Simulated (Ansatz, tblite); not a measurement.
Cost and result up the ladder for the cluster B3⁻ (3 atoms). Charge -1, multiplicity 1. Geometry: PBE-D4/def2-TZVPD.

```xyz
3

B     0.2008   -0.8531   -0.1812
B     0.2656    0.3682    0.7712
B    -0.4664    0.4850   -0.5900
```

Ansatz on 4 threads of AMD EPYC 7R43 on a shared host; xTB runs through tblite on one thread. Times are rough, summed over both states, and most runs start from the orbitals of an earlier one. No level here is sound enough to serve as a yardstick. The other state is a doublet.

The xTB rows come from tblite. The structure comes from a short search, and lower isomers may exist.

Run but left out: HF/def2-TZVPPD (singlet: restricted singlet, unstable towards broken spin symmetry); MP2/def2-TZVPPD, CCSD/def2-TZVPPD, CCSD(T)/def2-TZVPPD (neutral doublet: ⟨S²⟩ 1.53, where a pure state has 0.75).

Raw xTB energies of ions are shifted by several eV.

```
               level  functions  wall time  vertical IE (eV)                                  remarks
            GFN2-xTB         12    0.005 s              0.52                                        –
            GFN1-xTB         12    0.009 s              4.47                                        –
   PBE-D4/def2-TZVPD        111      1.8 s              2.63             HOMO above zero (-1 singlet)
  PBE0-D4/def2-TZVPD        111      2.3 s              2.56  spin-contaminated (⟨S²⟩ 0.86) (doublet)
r2SCAN-D4/def2-TZVPD        111      2.4 s              2.51  spin-contaminated (⟨S²⟩ 0.88) (doublet)
```
